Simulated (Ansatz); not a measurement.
**Two structures, one formula**

Two relaxed structures of CH7BSi, closed shell (PBE0-D4/def2-TZVP; forces vanish, vibrations not checked).

A:

```tsv
atom	x (Å)	y (Å)	z (Å)
B1	-1.0936	0.8631	-1.2615
Si2	0.4561	-0.0281	-0.9123
C3	0.8171	-0.9431	0.6790
H4	0.2571	2.1736	2.3959
H5	-2.1113	1.4024	-1.5185
H6	0.1696	2.1111	1.6552
H7	1.5473	0.0718	-1.9086
H8	1.0884	-1.9807	0.4756
H9	1.6384	-0.4680	1.2193
H10	-0.0654	-0.9360	1.3201
```

B:

| atom | x (Å) | y (Å) | z (Å) |
| --- | --- | --- | --- |
| B1 | -1.2952 | 0.5006 | -1.2295 |
| Si2 | 0.2562 | 0.6218 | 0.0422 |
| C3 | 0.7411 | -0.9772 | 0.8947 |
| H4 | -1.8978 | -0.5109 | -1.4465 |
| H5 | -1.6553 | 1.4820 | -1.8129 |
| H6 | -0.0879 | 1.6568 | 1.0657 |
| H7 | 1.4223 | 1.1612 | -0.7234 |
| H8 | 1.0209 | -1.7367 | 0.1608 |
| H9 | 1.5883 | -0.8275 | 1.5674 |
| H10 | -0.0926 | -1.3702 | 1.4814 |

Computed with Ansatz 0.2.0 (basis: def2-TZVPP); correlated methods freeze the cores. B3LYP uses VWN-RPA correlation.

(1) Which structure is lower at CCSD(T), and by how much? (An estimate is asked for; the value comes from the calculation.)

The T1 diagnostic stays at or below 0.015. The restricted Hartree–Fock reference is unstable towards an unrestricted one at one or more of these structures.

Answers

(1) Computed: B, by 2.712 eV (electronic energy, against the other). By their contacts, A is a complex of CH₅BSi ([BH][SiH][CH3]) + H₂ and B is CH₇BSi ([BH2][SiH2][CH3]).

All methods give the same order:

| method | E(B) − E(A) (eV) |
| --- | --- |
| PBE-D4 | -2.599 |
| r2SCAN-D4 | -2.744 |
| PBE0-D4 | -2.794 |
| B3LYP-D4 | -2.707 |
| wB97M-V | -2.785 |
| HF | -3.074 |
| MP2 | -2.804 |
| CCSD | -2.801 |
| CCSD(T) | -2.712 |

Labels in which every atom is bracketed show which atoms are joined, not bond orders.

For scale, one of the runs: CCSD(T)/def2-TZVPP, 202 basis functions, launched by `ansatz run in.yaml --threads 2 --pin off --events-out ev --progress --plain --max-ram 4352MiB`. The run took 47 s on 2 CPU threads of an Arm Neoverse V2 (shared host), with 2.4 GiB of host memory at its peak.
